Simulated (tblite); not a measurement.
C5H5O (doublet state).
Geometry (GFN2-xTB, Å), atoms numbered from 1 in this order:
```xyz
11
C5H5O angstrom
C     -2.2222    0.0700    0.1300
C     -0.9868   -0.4501    0.3291
C      0.1948    0.2965    0.2997
C      1.4690   -0.2825    0.5118
C      2.6132    0.3651    0.4968
O      3.6309    0.9299    0.4859
H     -2.3629    1.1188   -0.0661
H     -3.1029   -0.5447    0.1611
H     -0.8942   -1.5119    0.5241
H      0.1424    1.3574    0.1072
H      1.5241   -1.3459    0.7039
```

Computed values, GFN2-xTB/tblite, gas phase, harmonic and unscaled. The method is semi-empirical: single wavenumbers can be off by several per cent or more. One conformer, not necessarily the lowest. Open shells enter through the occupations alone, without spin polarisation, and single modes of such species can be off by tens of per cent.

**Question.** How many normal modes are there?

**Answer.** 11 atoms, non-linear: 3N − 6 = 27.

**Question.** What is the point group of the computed structure, and how do the modes divide by symmetry?

**Answer.** Cs. The vibrations span 19 a′ + 8 a″.

**Question.** How many distinct wavenumbers does the calculation give?

**Answer.** 27: Cs has no degenerate species.

**Question.** How many fundamentals are allowed in the infrared by symmetry?

**Answer.** 27 of 27: in Cs every mode is allowed. All fundamentals are allowed in the Raman spectrum.

**Question.** What zero-point energy do the modes add up to?

**Answer.** Half the sum of the wavenumbers, 17457 cm⁻¹, or 2.164 eV from 27 modes, 1.095 eV of it from above 1550 cm⁻¹.

**Question.** How far is the lowest real mode excited at 77 K, as a harmonic oscillator?

**Answer.** θ = hcν̃/k = 168 K for 116.8 cm⁻¹, so N1/N0 = 0.11 and ⟨v⟩ = 1/(exp(θ/T) − 1) = 0.13.
